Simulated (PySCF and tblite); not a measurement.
Results of a calculation; reference values are marked as such.
C₂H₆S₂, numbered as in [SH:1][CH2:2][CH2:3][SH:4].

Conformers came from 90 starts (ETKDG and KDG, MMFF94s, GFN2-xTB); geometries are PBE0-D3(BJ)/def2-SVP. Free energies are PBE0-D3(BJ)/def2-TZVP single points with GFN2-xTB rigid-rotor and vibrational terms (modes under about 100 cm⁻¹ blended into free rotors). Symmetry numbers and mirror images are counted. Conformers within 4 kcal/mol (GFN2-xTB free energy) were kept, 5 at most. GIAO shieldings: PBE0/pcSseg-1. Shifts are against TMS (¹H), TMS (¹³C) at the same level. Codes: tblite and PySCF.

Torsions listed: H1–S1–C2–C3, S1–C2–C3–S4, C2–C3–S4–H4. Of a mirror pair one member is shown.

```csv
conformer,shape,symmetry,E(GFN2) kcal/mol,E(DFT) kcal/mol
1,"-67°, -64°, 53°",C1 (pair),0.71,0.07
2,"73°, -63°, 74°",C2 (pair),0.84,0.00
3,"68°, 175°, 68°",C2 (pair),0.22,0.35
4,"-68°, 180°, 68°",Ci,0.00,0.33
5,"-69°, -178°, -178°",C1 (pair),1.44,1.57
```

(1) How much do the weights at 298.15 K and the averaged shift of C2/C3 depend on how the conformers are weighted?

For its torsions the set is small; conformers may be missing.

Answers

(1) 
```json
{"weighting": "DFT energy with thermal terms, symmetry and mirror images (full scheme)", "1 (%)": "39", "2 (%)": "22", "3 (%)": "16", "4 (%)": "15", "5 (%)": "7", "δ (ppm)": "34.4", "rms dipole (D)": "1.59"}
{"weighting": "DFT energy with symmetry and mirror images", "1 (%)": "44", "2 (%)": "25", "3 (%)": "14", "4 (%)": "14", "5 (%)": "4", "δ (ppm)": "34.4", "rms dipole (D)": "1.63"}
{"weighting": "bare DFT energy", "1 (%)": "29", "2 (%)": "32", "3 (%)": "18", "4 (%)": "19", "5 (%)": "2", "δ (ppm)": "34.4", "rms dipole (D)": "1.46"}
{"weighting": "GFN2-xTB energy with symmetry and mirror images", "1 (%)": "22", "2 (%)": "9", "3 (%)": "26", "4 (%)": "37", "5 (%)": "7", "δ (ppm)": "34.5", "rms dipole (D)": "1.32"}
{"weighting": "GFN2-xTB free energy", "1 (%)": "18", "2 (%)": "7", "3 (%)": "28", "4 (%)": "36", "5 (%)": "11", "δ (ppm)": "34.3", "rms dipole (D)": "1.29"}
{"weighting": "leading conformer alone", "1 (%)": "100", "2 (%)": "0", "3 (%)": "0", "4 (%)": "0", "5 (%)": "0", "δ (ppm)": "35.0", "rms dipole (D)": "2.13"}
{"weighting": "equal weights", "1 (%)": "20", "2 (%)": "20", "3 (%)": "20", "4 (%)": "20", "5 (%)": "20", "δ (ppm)": "33.9", "rms dipole (D)": "1.39"}
```

The largest departure from the full scheme, 0.6 ppm, comes with: leading conformer alone.
